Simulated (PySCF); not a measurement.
This PySCF input (B3LYP/def2-SVP) gives -40.48754 Eh with 34 basis functions.

```python
import numpy as np, basis_set_exchange as bse
from pyscf import gto, scf, dft, df

basis = {'C': gto.basis.parse(bse.get_basis('def2-SVP', elements=['C'], fmt='nwchem')), 'H': gto.basis.parse(bse.get_basis('def2-SVP', elements=['H'], fmt='nwchem'))}
mol = gto.M(
    atom='''
    C    -0.00000000    0.00000000   -0.00000000
    H     0.62054657    0.62688914    0.63896175
    H    -0.64285838   -0.62489528    0.61852983
    H     0.63693263   -0.63278043   -0.61664082
    H    -0.61462083    0.63078657   -0.64085076
    ''',
    basis=basis,
    charge=0,
    verbose=4,
    max_memory=8640,
)
mf = dft.RKS(mol, xc='b3lyp')
mf.grids.level = 3
mf = mf.density_fit(auxbasis=df.autoaux(mol))
mf.conv_tol = 1e-9
mf.max_cycle = 100
print('smallest overlap eigenvalue', np.linalg.eigvalsh(mol.intor('int1e_ovlp'))[0])
mf.kernel()
dip = mf.dip_moment()
```

Change:
```diff
- basis = {'C': gto.basis.parse(bse.get_basis('def2-SVP', elements=['C'], fmt='nwchem')), 'H': gto.basis.parse(bse.get_basis('def2-SVP', elements=['H'], fmt='nwchem'))}
+ basis = {'C': gto.basis.parse(bse.get_basis('def2-TZVPPD', elements=['C'], fmt='nwchem')), 'H': gto.basis.parse(bse.get_basis('def2-TZVPPD', elements=['H'], fmt='nwchem'))}
```

What does the run give now?

-40.53916 Eh (B3LYP/def2-TZVPPD, 105 functions), a change of -51.62 mEh.
